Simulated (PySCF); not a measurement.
Molecule: SMILES C(=C(F)F)(F)F, C₂F₄.

Bonds (- single, = double, # triple, : aromatic): F1-C2 1.308 Å, C2-F3 1.308 Å, C2=C4 1.329 Å, C4-F5 1.308 Å, C4-F6 1.308 Å.

Spin–spin couplings on one PBE0-D3(BJ)/def2-SVP geometry, PySCF 2.14, gas phase, non-relativistic, equivalent pairs averaged; isotopes $^{19}$F; functional B3LYP.

Reference values (Hz): $^{2}J$(F1,F3) = 124.0 (measured; Jessen and Sauer, arXiv:2312.00705); $^{3}J$(F1,F5) = 73.3 (measured; Jessen and Sauer, arXiv:2312.00705); $^{3}J$(F1,F6) = -114.0 (measured; Jessen and Sauer, arXiv:2312.00705).

Question: How do the couplings (Hz) change with the basis set? Times are CPU seconds on shared hosts with different chips, so compare them loosely. Far from the basis limit: pcJ-0, 6-31G*, cc-pVTZ, def2-TZVP.

Answer: 
| basis set | functions | $^{2}J$(F1,F3) | $^{3}J$(F1,F5) | $^{3}J$(F1,F6) | mean abs. error | core-s |
| --- | --- | --- | --- | --- | --- | --- |
| pcJ-0 | 78 | -112.9 | -184.9 | 306.6 | 105.1 | 12 |
| 6-31G* | 84 | 113.0 | -109.3 | 109.3 | 17.2 | 3.9 |
| pcJ-1 | 162 | 45.0 | -147.9 | 119.4 | 53.0 | 13 |
| cc-pVTZ | 180 | 1.0 | -140.8 | 102.9 | 67.2 | 34 |
| def2-TZVP | 186 | -2.8 | -145.1 | 98.3 | 69.6 | 34 |
| aug-cc-pVTZ-J | 276 | 26.4 | -133.5 | 92.1 | 59.9 | 65 |
| pcJ-2 | 306 | 32.6 | -140.2 | 103.6 | 56.2 | 82 |

Errors compare magnitudes, without vibrational corrections, and the largest couplings weigh most in the mean. Closest: 6-31G*; furthest: pcJ-0.

The Fermi-contact term samples the wavefunction at the nucleus, which is why sets with added tight s functions (names with J) are made for couplings. Agreement of an ordinary basis with the reference is then largely a cancellation of errors.
